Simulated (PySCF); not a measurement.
**Assignment exercise: C₄H₆N₂**

Structure with atom numbers: `[CH3:1][n:2]1[cH:3][cH:4][n:5][cH:6]1`. Each H is labelled by its parent atom.

Theory: σ from GIAO-PBE0/pcSseg-1, B3LYP/pcJ-1 coupling constants (spin–dipole term only in couplings to heteroatoms), geometry from GFN2-xTB, in PySCF (fast rotation and ring inversion assumed for equivalent nuclei, non-relativistic Hamiltonian, no solvent, one computed conformer).

δ = σ(ref) − σ, references computed at the same level: $^{13}$C (186.93 ppm), $^{1}$H (31.72 ppm) vs TMS.

Q: Assign these signals to the numbered atoms. $^{13}$C{$^{1}$H} NMR (computed): δ 140.3 (CH), 137.2 (CH), 122.6 (CH), 33.6 (CH3).

A: 
```tsv
δ (ppm)	atoms	environment	reason
140.3	C6	aromatic CH between two ring heteroatoms	–
137.2	C4	aromatic CH next to a ring nitrogen	–
122.6	C3	aromatic CH next to a ring nitrogen	–
33.6	C1	methyl carbon bonded to N	pulled downfield by the heteroatom
```

Q: Assign these signals to the numbered atoms. $^{1}$H NMR (600 MHz, computed): δ 7.30 (d, J = 1.6 Hz, 1H), 7.15 (d, J = 1.4 Hz, 1H), 6.86 (t, J = 1.5 Hz, 1H), 3.77 (s, 3H).

A: 
| δ (ppm) | atoms | environment | reason |
| --- | --- | --- | --- |
| 7.30 | H(C4) | hydrogen on an aromatic CH next to a ring nitrogen | it sits in the deshielding region of the aromatic ring current |
| 7.15 | H(C6) | hydrogen on an aromatic CH between two ring heteroatoms | ring-current deshielding |
| 6.86 | H(C3) | hydrogen on an aromatic CH next to a ring nitrogen | the ring current deshields protons in the ring plane |
| 3.77 | H(C1) | hydrogen on a methyl carbon bonded to N | its carbon carries N, an electronegative neighbour |

Multiplet labels drop couplings under 1 Hz and merge nearly equal ones. Unscaled 3J(H,H) at this level run about 10 % above measured values. Shifts are as computed. Against solution values, carbons near 30 ppm lie about +3 ppm off and those near 130 ppm about +5 ppm. Of 1211 compounds with measured shifts, 218 miss one by over three times the rms of a fit or turn the order of signals round; such compounds aren't used in these exercises.
